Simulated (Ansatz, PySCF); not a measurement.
Barrier height from CH3F2, charge -1 to the transition structure CH3F2, without zero-point energy, on the benchmark's geometries as Psi4's copy of the set gives them.
Transition structure (charge -1, multiplicity 1, Z-matrix in Å and degrees):
```
C
H 1 1.0696
H 1 1.0696 2 120.00
H 1 1.0696 2 120.04 3 179.99
F 1 1.8234 2 89.98 3 -89.99
F 1 1.8241 2 89.99 3 89.99
```
Reactant (charge -1, multiplicity 1):
```xyz
6

F      0.00000     0.00000    -1.84763
C      0.00000     0.00000    -0.42187
H      0.00000     1.02358    -0.07384
H     -0.88645    -0.51179    -0.07384
H      0.88645    -0.51179    -0.07384
F      0.00000     0.00000     2.15349
```

Open shells are unrestricted; no spin–orbit coupling.

Rows in 3-21G carry no dispersion term and start afresh at each structure.

Codes used: Ansatz (an electronic-structure program); PySCF for 3-21G rows, the dispersion terms. Values without a source in brackets are computed.

Problem. One of these levels gives 49.6 kJ/mol for the barrier height. Which one is it?
A) BHLYP-D4/def2-TZVPPD
B) PBE0-D3(BJ)/def2-TZVPPD
C) B3LYP/3-21G
D) B3LYP/def2-TZVPPD

Solution. B, PBE0-D3(BJ)/def2-TZVPPD. The others give -4.7 (B3LYP/3-21G), 43.8 (B3LYP/def2-TZVPPD), 61.2 (BHLYP-D4/def2-TZVPPD)
